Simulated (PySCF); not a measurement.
Ionisation energies (eV) were calculated with PySCF 2.14 by LDA, MP2 (valence), PBE, in another order, as differences of total energies without spin-orbit coupling. The measured values are between term centres (NIST).

```
                         species  measured       A       B       C
  B (x2c-TZVPall, spin-free X2C)     8.297   8.258   8.667   8.636
 Mg (x2c-TZVPall, spin-free X2C)     7.646   7.211   7.644   7.749
  V (x2c-TZVPall, spin-free X2C)     6.732   6.490   6.399   6.490
 Ge (x2c-TZVPall, spin-free X2C)     7.925   7.758   7.882   8.007
 Kr (x2c-TZVPall, spin-free X2C)    14.222  14.000  14.031  14.338
 Zr (x2c-TZVPall, spin-free X2C)     6.639   5.978   6.424   6.727
 Tc (x2c-TZVPall, spin-free X2C)     7.119   6.476   6.884   7.321
Sn⁺ (x2c-TZVPall, spin-free X2C)    14.282  13.906  14.207  14.389
```

Problem. Which column is which method?

Solution. A is MP2 (valence) (mean error -0.35 eV); B is PBE (mean error -0.09 eV); C is LDA (mean error 0.10 eV). Valence MP2 in a finite basis recovers only part of the missing correlation, so it stays below experiment on average. PBE, with gradient corrections, lies close to experiment on average, with errors of both signs. LDA overbinds the outer electron and comes out highest.
